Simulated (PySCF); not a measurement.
# Adding and removing an electron: AlH

PBE0; PySCF, no relativity, basis sets Al def2-TZVPPD, H def2-TZVPPD. Neutral (UKS): singlet (closed shell), Re = 1.664 Å, ωe = 1643 cm⁻¹, De = 3.00 eV, HOMO -5.83 eV, LUMO -1.80 eV.

AlH⁺ (UKS): doublet (σ ↑), Re = 1.619 Å, ωe = 1654 cm⁻¹, De = 0.96 eV to Al⁺ + H. The energies at the minima are -242.86016 hartree for AlH and -242.56178 for AlH⁺.

(1) Work out the adiabatic ionisation energy, without and with harmonic zero-point energies (1 hartree = 27.2114 eV, 1 eV = 8065.5 cm⁻¹), and the change of the bond length.

For an ion De counts to the pair picked by the measured ionisation energies or electron affinities, which need not be the lowest pair at this level. States were picked by a PBE0 search and need not be the measured ground states.

Results:

(1) At PBE0: 0.29838 hartree = 8.119 eV between the minima; the zero-point term (1654.0 − 1643.0)/2 cm⁻¹ = +0.001 eV makes it 8.120 eV. Re changes by -4.5 pm against the neutral. Minus the HOMO energy is 5.83 eV, -2.29 eV from the value between the minima; self-interaction puts the Kohn–Sham level too high, less so with exact exchange. The electron leaves a σ orbital, and the shorter bond of the ion fits an antibonding orbital, or a change in how ionic the bond is.
